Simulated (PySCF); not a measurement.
What builds the first ionisation energy along the third row

Calculated with PySCF 2.14 from differences of total energies of unrestricted determinants, without spin-orbit coupling. Each column adds one step, in eV (sums use unrounded values): valence MP2, valence CCSD, valence triples, then the next inner shell at CCSD(T) (Mg 2s 2p, Al 2s 2p, Si 2s 2p, P 2s 2p, S 2s 2p, Cl 2s 2p, Ar 2s 2p). References (NIST) marked * lie between the lowest fine-structure levels; the others compare directly ((s) semi-empirical, (t) theoretical).

| element | UHF | + MP2 | + CCSD | + (T) | + inner shell | sum | reference |
| --- | --- | --- | --- | --- | --- | --- | --- |
| Mg [Ne] 3s2 → [Ne] 3s1 (def2-TZVPPD, non-relativistic) | 6.611 | 0.594 | 0.302 | 0.000 | 0.060 | 7.567 | 7.646 |
| Al [Ne] 3s2 3p1 → [Ne] 3s2 (def2-TZVPPD, non-relativistic) | 5.595 | 0.216 | 0.092 | 0.031 | -0.021 | 5.914 | 5.977 |
| Si [Ne] 3s2 3p2 → [Ne] 3s2 3p1 (def2-TZVPPD, non-relativistic) | 7.638 | 0.405 | 0.029 | 0.039 | -0.012 | 8.098 | 8.157 |
| P [Ne] 3s2 3p3 → [Ne] 3s2 3p2 (def2-TZVPPD, non-relativistic) | 9.907 | 0.574 | -0.065 | 0.043 | -0.005 | 10.455 | 10.526 |
| S [Ne] 3s2 3p4 → [Ne] 3s2 3p3 (def2-TZVPPD, non-relativistic) | 9.233 | 0.736 | 0.106 | 0.036 | 0.006 | 10.117 | 10.336 |
| Cl [Ne] 3s2 3p5 → [Ne] 3s2 3p4 (def2-TZVPPD, non-relativistic) | 11.771 | 0.960 | -0.040 | 0.043 | 0.007 | 12.741 | 12.974 |
| Ar [Ar] → [Ne] 3s2 3p5 (def2-TZVPPD, non-relativistic) | 14.570 | 1.140 | -0.186 | 0.048 | 0.006 | 15.579 | 15.819 |

What remains against the references is mostly basis incompleteness.

These are valence bases, so the inner-shell step is incomplete.
